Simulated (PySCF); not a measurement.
Stepwise substitution at one centre (B Cl-H). Isolated molecules, 0 K electronic values unless said otherwise. Strings in code marks are SMILES.

The brightest of the four lowest singlets (TDA) from two functionals at the same geometries (r2SCAN-D4/def2-TZVP), both in PySCF: PBE-D3(BJ)/def2-TZVP and r2SCAN-D4/def2-TZVP. Excitations are Tamm–Dancoff values on a coarser integration grid. The basis has no diffuse functions, so Rydberg states are missing or too high.

```csv
species,r2SCAN-D4/def2-TZVP (eV)
0 of 3 Cl replaced by H,7.24
1 of 3 Cl replaced by H (`ClBCl`),7.17
2 of 3 Cl replaced by H (`BCl`),7.62
```

Problem. What does PBE-D3(BJ)/def2-TZVP give for each?

Solution. 
- 0 of 3 Cl replaced by H: 6.68
- 1 of 3 Cl replaced by H (`ClBCl`): 6.63
- 2 of 3 Cl replaced by H (`BCl`): 7.16
Over these rows, drawn at random from the members with no instability flagged (it was tested for open shells, ions and some series alone), PBE minus r2SCAN-D4: mean -0.52 eV, from -0.56 eV to -0.46 eV.
